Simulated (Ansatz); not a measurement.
Relaxation of CH₅NSi (8 atoms, charge 0, multiplicity 1), to a largest force component of 0.015 eV/Å in at most 40 steps.

All numbers below come from Ansatz, RKS r2SCAN-D4/6-31G*.

```xyz
8
Properties=species:S:1:pos:R:3
N -1.556 0.182 -0.695
C -0.328 0.367 -0.623
Si 0.507 1.427 -1.884
H -1.892 0.744 -1.529
H 0.297 -0.045 0.201
H 0.455 0.854 -3.265
H 2.014 1.542 -1.565
H 0.050 2.824 -1.901
```

Problem. Where does it end, and by what steps?

Solution. The run converged. After 14 steps the energy has fallen by 0.360 eV; H4 moved furthest, 0.81 Å.

```
step  energy less start (eV)  largest force component (eV/Å)  accepted
   0                  0.0000                           3.077       yes
   1                 -0.2285                           0.771       yes
   2                 -0.2732                           0.659       yes
   3                 -0.3107                           0.449       yes
   4                 -0.3120                           0.313       yes
   5                 -0.3154                           0.173       yes
   6                 -0.3271                           0.090       yes
   7                 -0.3305                           0.119       yes
   8                 -0.3347                           0.291       yes
   9                 -0.3410                           0.206       yes
  10                 -0.3445                           0.344       yes
  11                 -0.3579                           0.147       yes
  12                 -0.3585                           0.087       yes
  13                 -0.3594                           0.060       yes
  14                 -0.3598                           0.006       yes
```

```xyz
8
Properties=species:S:1:pos:R:3
N -1.567 0.385 -0.443
C -0.341 0.271 -0.802
Si 0.628 1.424 -1.961
H -1.987 1.218 -0.877
H 0.189 -0.599 -0.381
H 1.094 0.682 -3.165
H 1.819 1.985 -1.265
H -0.287 2.527 -2.369
```

Run time: 48 s on 1 thread of Arm Neoverse V1 (shared host), peak memory 0.13 GiB.
